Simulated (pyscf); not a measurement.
Structures and frequencies: ωB97X-D3(BJ)/def2-SVP in PySCF.

**Question.** Estimate the classical barrier height and the reaction energy of HO–Si(OH)(F)–F (SMILES O[Si](O)(F)F) + H₂O (SMILES O) + H₂O (SMILES O) -> HO–Si(OH)(OH)–F (SMILES O[Si](O)(O)F) + HF (SMILES F) + H₂O (SMILES O) at ωB97M-D3(BJ)/def2-TZVP. The step runs on the singlet surface, breaks F–Si, H–O, H–O and forms O–Si, F–H, H–O; take the separated reactants as zero.

**Answer.** ΔE‡ = 3.0 kcal/mol, ΔE = +9.1 kcal/mol. Zero-point energy shifts the barrier by +4.5 kcal/mol. It is a multi-bond step, with an imaginary mode of 372i cm⁻¹. On the reactant side the descent ends in an adduct with a O–Si contact, 10.5 kcal/mol under the separated species and 13.5 kcal/mol under the saddle at ωB97X-D3(BJ)/def2-TZVP. On the product side the descent ends in a bound adduct (not fully relaxed), 22.9 kcal/mol under the separated species and 17.2 kcal/mol under the saddle at ωB97X-D3(BJ)/def2-TZVP. At ωB97M-D3(BJ) the saddle lies under the separated products, which points to a path from their complex (located at ωB97X-D3(BJ) alone), and parting the products costs more than the saddle. What is counted as formed (O–Si) is already present as a longer contact in the reactant adduct; forming that adduct is a step of its own. This is the saddle that the search found; another between the same sides may lie lower.
